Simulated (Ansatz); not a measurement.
Basis-set extrapolation for C₂H₃FO₂, SMILES `O/C=C(\O)F` (PBE0-D4/def2-TZVP geometry, frozen core, the Gaussian-basis code of Ansatz). Multiplicity 1, RHF reference.

```csv
,def2-TZVPP,def2-QZVPP
HF,-326.749247,-326.764040
MP2 correlation,-1.037277,-1.121468
CCSD(T) correlation,-1.091221,not run
```

Energies in hartree. Use E(X) = E(∞) + A·exp(−7.88·√X) for Hartree–Fock and E(X) = E(∞) + B·X^(−2.97) for correlation, with X = 3 and 4, and add CCSD(T) minus MP2 of the smaller set to the MP2 limit.

Question: What is the CCSD(T) energy at the basis-set limit?

Answer: HF limit: -326.764040 + (-0.014793) × 0.13774 = -326.76608. MP2 limit: -1.121468 + (-0.084191) × 0.74074 = -1.18383. Higher-order term: -1.091221 − (-1.037277) = -0.05394. Total: -328.00385 hartree, 102.5 kcal/mol below CCSD(T)/def2-TZVPP.
